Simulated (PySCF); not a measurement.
Molecule: `C[SiH2][SiH3]`, CH8Si2.

Cartesian coordinates in Å; atom numbers follow the order of the lines, from 1:
```xyz
11

C    -1.5709    0.7055    0.0740
Si   -0.3682   -0.7612    0.2113
Si    1.7961   -0.0883   -0.2408
H    -2.5944    0.4074    0.2820
H    -1.3111    1.4939    0.7751
H    -1.5519    1.1362   -0.9234
H    -0.5211   -1.3245    1.5626
H    -0.8460   -1.8026   -0.7126
H     1.9424    0.4724   -1.5882
H     2.2687    0.9504    0.6805
H     2.7618   -1.1864   -0.1466
```

Frames of a GFN2-xTB Langevin trajectory at 200 K; GIAO PBE0/pcSseg-1 shieldings in PySCF 2.14, gas phase, non-relativistic; equivalent atoms averaged within each frame.

Shifts are taken against calculated references (same method and geometry level): ¹³C (186.93 ppm), ²⁹Si (349.16 ppm), ¹H (31.72 ppm) vs TMS. The references are static minima.

How do the shifts (ppm) fluctuate along the trajectory?

Answers


```tsv
time (fs)	C1	Si2	Si3	H7/H8	H9/H10/H11	H4/H5/H6
optimised geometry	-8.8	-80.6	-118.1	3.99	3.38	0.22
250	-9.8	-72.0	-121.8	4.75	3.60	-0.05
425	-7.2	-88.8	-122.0	4.13	3.52	0.47
625	-5.6	-87.3	-119.3	4.21	3.96	0.29
800	-11.1	-77.8	-118.8	4.26	3.29	0.56
1000	-8.7	-77.2	-115.6	4.35	3.35	0.69
mean of frames	-8.5	-80.6	-119.5	4.34	3.55	0.39
standard deviation	2.1	7.2	2.6	0.24	0.26	0.29
```

5 frames give an uncertainty of the mean of about the standard deviation over 2.2 at best, since frames this close in time may not be independent; classical motion lacks zero-point vibration, and the reference would need the same averaging.
